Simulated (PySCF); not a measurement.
# Which functional comes closest?

Molecule: `P`, H3P.

Structure with atom numbers: `[PH3:1]` (H(Xn): hydrogen on atom n).

Geometry PBE0-D3(BJ)/def2-SVP throughout; GIAO in PySCF 2.14.0 with density-fitted response routines, gas phase, one conformer, non-relativistic; equivalent atoms averaged; basis pcSseg-2.

Reference values (measured; solution; E. Pretsch, P. Bühlmann, M. Badertscher, Structure Determination of Organic Compounds, 4th ed., Springer 2009): δ(H(P1)) = 1.79 ppm. Computed shifts are taken against TMS, calculated as an isolated molecule at each level.

**Question.** How do the functionals HF, LDA, PBE, BLYP, BP86, OPBE, KT2, KT3, B97-D, B3LYP, PBE0, mPW1PW91 perform against the reference? Times are CPU seconds on 1 thread of an Arm Neoverse V2, shared host; the GGAs took longer than the global hybrids here, which isn't the general rule, and the cause wasn't traced.

**Answer.** 
| functional | kind | H(P1) | abs. error H | core-s |
| --- | --- | --- | --- | --- |
| HF | Hartree–Fock | 2.25 | 0.46 | 0.38 |
| LDA | LDA | 1.95 | 0.16 | 1 |
| PBE | GGA | 1.95 | 0.16 | 1.4 |
| BLYP | GGA | 1.95 | 0.16 | 1.3 |
| BP86 | GGA | 1.98 | 0.19 | 1.3 |
| OPBE | GGA | 1.99 | 0.20 | 1.4 |
| KT2 | GGA | 1.91 | 0.12 | 1.3 |
| KT3 | GGA | 1.92 | 0.13 | 1.3 |
| B97-D | GGA | 2.01 | 0.22 | 1.4 |
| B3LYP | global hybrid | 2.02 | 0.23 | 1 |
| PBE0 | global hybrid | 2.04 | 0.25 | 1.1 |
| mPW1PW91 | global hybrid | 2.05 | 0.26 | 0.95 |

For ¹H the closest is KT2 (0.12 ppm, with KT3 practically level) and the furthest HF (0.46 ppm). One molecule is a small sample, and vibrational and solvent effects are absent from the calculation.
